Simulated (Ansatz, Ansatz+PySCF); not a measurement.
```yaml
atoms:
  - { symbol: O, position_ang: [0.0092, -0.0714, -1.5128] }
  - { symbol: H, position_ang: [0.0353, -0.9447, -1.8691] }
  - { symbol: H, position_ang: [-0.1747, 0.5118, -2.2313] }
  - { symbol: H, position_ang: [0.0075, 0.4043, 0.3603] }
  - { symbol: O, position_ang: [0.0067, 0.6420, 1.2843] }
  - { symbol: O, position_ang: [-0.0080, -0.4867, 1.9379] }
```

Basis set: cc-pVTZ (spherical functions). Frozen core: 3 orbitals. Correlation on ROHF uses semicanonical orbitals with singles. Charge 0, multiplicity 2.

Computed with Ansatz (development build ahead of 0.2.0); each method stands on the lowest determinant of its kind that the runs found.

The atomization energy at this shape (free ground-state atoms in the same class of orbitals less the molecule, no zero-point energy) of doublet H3O3:

```csv
method,atomization energy
ROHF-MP2,1699.6 kJ/mol
```

(1) What does UHF-CCSD(T) give?

Answers

(1) 1668.8 kJ/mol.
